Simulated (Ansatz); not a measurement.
The first iterations of a band of H$_{6}$N$_{2}$Si (9 atoms, charge 0, multiplicity 1).

Computed with Ansatz, RKS PBE0-D4/def2-mTZVP.

- movable images: 3
- climbing image: yes
- spring: 5.0 eV/Å²
- optimiser: quadratic models (default)
- start path: through a guess of the saddle point
- force threshold: 0.05 eV/Å
- iteration limit: 60
- end points: relaxed

Image 0:

```xyz
9
Properties=species:S:1:pos:R:3
Si -0.082 -0.397 -0.427
H -1.306 -1.235 -0.512
H 0.906 -0.643 -1.510
N -0.611 1.228 -0.666
N 0.692 -0.892 1.036
H -1.418 1.594 -0.181
H 0.041 1.968 -0.883
H 1.624 -0.578 1.266
H 0.153 -1.044 1.876
```

Image 4:

```xyz
9
Properties=species:S:1:pos:R:3
Si 1.181 0.991 0.198
H -0.286 -1.851 -1.275
H -0.686 -2.241 -1.769
N -0.370 1.591 -0.250
N 0.711 -0.402 1.098
H -1.276 1.195 -0.032
H -0.455 2.429 -0.805
H 1.407 -0.996 1.525
H -0.227 -0.718 1.310
```

| iteration | highest image above the first end (eV) | largest band force component (eV/Å) |
| --- | --- | --- |
| 1 | 3.132 | 3.590 |
| 2 | 2.270 | 2.103 |
| 3 | 2.161 | 1.082 |
| 4 | 2.041 | 0.925 |
| 5 | 2.110 | 1.549 |
| 6 | 2.157 | 0.801 |
| 7 | 2.181 | 0.702 |
| 8 | 2.099 | 0.875 |
| 9 | 2.168 | 1.230 |
| 10 | 2.500 | 1.721 |

Q: Does the band converge within its limit, and where does its top end?

A: The run converged. It ended after 30 iterations with the highest image 3.142 eV above the first end. Neighbouring images differ by up to 2.3 eV, so the band resolves the path poorly. Another band between the same ends (7 images) ends at a top of the same energy, where a vibrational analysis finds 1 clearly imaginary mode. So few images can step over the top or miss a turn of the path. The orbitals stay closed-shell, which can raise the energy where a bond breaks towards radicals; this wasn't checked here.

Time of the run: 110 s on 2 threads of Arm Neoverse V2 (shared host), peak memory 0.14 GiB.
